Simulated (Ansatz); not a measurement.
Ansatz (a quantum-chemistry and plane-wave program) input (MP2/aug-cc-pVTZ): A basis named .json is the Basis Set Exchange file of that set (core-valence sets with the plain set on hydrogen).

Ansatz 0.2 input:
```yaml
crystal:
  periodic: [false, false, false]
  atoms:
    - {symbol: H, position_ang: [-0.00000000, -0.00000000, -0.37201156]}
    - {symbol: H, position_ang: [0.00000000, 0.00000000, 0.37201156]}
basis:
  gaussian:
    orbitals: aug-cc-pVTZ
    fitting: {mean_field: def2-universal-jkfit, correlation: def2-SVP-RIFIT.json}
magnetization: {spin_polarized: false}
correlation: {method: mp2, electrons: outside_noble_gas}
```

Output:

```
Functional definition: HF
integrals: 0.00 GiB planned
36 factors; integrals over basis functions are off by at most 1.1e0 eV
28 factors; integrals over basis functions are off by at most 7.9e-1 eV
mean field: 0.04 GiB planned
mean field evaluation 1: about -30.7393 eV, gradient 3.6e0 eV
mean field evaluation 2: about -30.8258 eV, gradient 8.1e-1 eV
mean field evaluation 4: about -30.8305 eV, gradient 3.4e-5 eV
mean field -30.83050963 eV, -1.1330003313 hartree, gradient 1.1e-7 eV, S^2 0.000000; 0 other end points of the search recorded, 0 dependent functions left out
reference -30.83050963 eV, -1.1330003313 hartree; 1, 1 occupied and 45, 45 virtual orbitals, 28 factors
second order -0.86033696 eV of doubles, -0.00000000 eV of singles
Total energy: -31.69084660 eV, -1.1646171315 hartree
```
